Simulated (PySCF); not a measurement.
Disilanol, H₆OSi₂.
Structure used (GFN2-xTB), in Å, numbered top down from 1:
```
atom  x, y, z in Å
O1    -1.8129    0.6327   -0.5515
Si2   -0.8766   -0.4713    0.2026
Si3    1.3632    0.0378    0.0209
H4    -1.7968    1.5594   -0.3339
H5    -1.3115   -1.6756   -0.4991
H6    -1.3089   -0.5644    1.6065
H7     1.7089    1.3582    0.5717
H8     1.8599    0.0614   -1.3593
H9     2.1883   -0.9322    0.7442
```

The closed-shell ground state was solved at several levels (PySCF, density fitting, gas phase, non-relativistic).

```json
{"level": "PBE0/def2-SVPD", "basis functions": "119", "total energy (Eh)": "-657.2724", "HOMO (eV)": "-8.09", "LUMO (eV)": "-0.58", "gap (eV)": "7.51", "dipole (D)": "1.17"}
{"level": "CAM-B3LYP/def2-SVPD", "basis functions": "119", "total energy (Eh)": "-657.5851", "HOMO (eV)": "-9.42", "LUMO (eV)": "0.37", "gap (eV)": "9.79", "dipole (D)": "1.20"}
```

(1) What might PBE0/pcSseg-1 (95 basis functions) give for the same quantities?

(2) Over all these levels, which gives the widest orbital gap and which the narrowest?

(3) How far do the dipole and the HOMO energy spread over the levels?

Answers

(1) Total energy -657.4743 Eh, HOMO -8.08 eV, LUMO -0.43 eV, gap 7.65 eV, dipole 1.24 D.

(2) CAM-B3LYP/def2-SVPD (range-separated hybrid) has the widest, 9.79 eV, and PBE0/def2-SVPD (global hybrid, 25 % exact exchange) the narrowest, 7.51 eV. The two share the basis. From the narrowest to the widest the HOMO moves by -1.33 eV and the LUMO by +0.95 eV.

(3) The dipole runs from 1.17 to 1.24 D (mean 1.21 D) and the HOMO from -9.42 to -8.08 eV.

One conformer stands for the species.
